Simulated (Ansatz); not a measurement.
Cost and result for the atomization energy of CH4Si, SMILES `C[SiH]` (6 atoms, 5 bonds).

Total charge 0; spin multiplicity 1. Geometry: relaxed with PBE0-D4/def2-TZVP. Program: Ansatz. All runs use 2 threads of a server CPU on a shared host. Times are those of one run each, without the atoms' runs, and a repeat can differ threefold. Electronic energies, without spin–orbit coupling; frozen cores. CCSD(T)/CBS extrapolates def2-TZVPP and def2-QZVPP, and its time is that of the two runs behind it. T1 = 0.012; the RHF reference is unstable towards UHF. B3LYP takes the VWN-RPA correlation (the form of Gaussian; ORCA's B3LYP/G).

CCSD(T)/CBS is a level of theory with its own doubt, some kJ/mol a heavy atom from the limit and from the frozen cores, so smaller differences don't rank the functionals.

```csv
level,functions,wall time,atomization (kJ/mol),difference from CCSD(T)/CBS,per bond
CCSD(T)/def2-SVP,52,0.5 s,1816.9,-100.6,-20.1
LDA (SPW92)/def2-TZVPP,129,0.55 s,2140.5,223.0,44.6
revPBE-D4/def2-TZVPP,129,0.9 s,1894.3,-23.2,-4.6
PBE0-D4/def2-TZVPP,129,0.9 s,1907.3,-10.2,-2.0
BHLYP-D4/def2-TZVPP,129,0.95 s,1886.0,-31.5,-6.3
CAM-B3LYP-D4/def2-TZVPP,129,1 s,1924.6,7.1,1.4
PBE-D4/def2-TZVPP (with forces),129,1.1 s,1925.2,7.7,1.5
PBE-QIDH/def2-TZVPP,129,1.6 s,1894.5,-23.0,-4.6
r2SCAN-D4/def2-TZVPP (with forces),129,1.6 s,1907.7,-9.8,-2.0
B3LYP-D4/def2-TZVPP (with forces),129,1.7 s,1923.4,5.9,1.2
CCSD(T)/def2-TZVPP,129,4.3 s,1875.4,-42.1,-8.4
CCSD(T)/def2-QZVPP,247,3.9 min,1900.4,-17.1,-3.4
CCSD(T)/CBS(def2),–,4 min,1917.5,0.0,0.0
```

From PBE to PBE0 (25 % exact exchange), in def2-TZVPP and without D4, the atomization energy moves by −16.5 kJ/mol: exact exchange takes away binding that semilocal exchange gives to molecules. At CCSD(T), def2-SVP lies −100.6 kJ/mol from the extrapolated value and def2-TZVPP −42.1 kJ/mol: correlation converges slowly with the basis, and small sets miss more of it in the bonded molecule than in its fragments. In def2-TZVPP, CCSD(T) changes the Hartree–Fock value by +441.6 kJ/mol (the triples alone add +18.9 kJ/mol) and MP2 by +429.9 kJ/mol; breaking electron pairs costs correlation energy, which Hartree–Fock lacks.
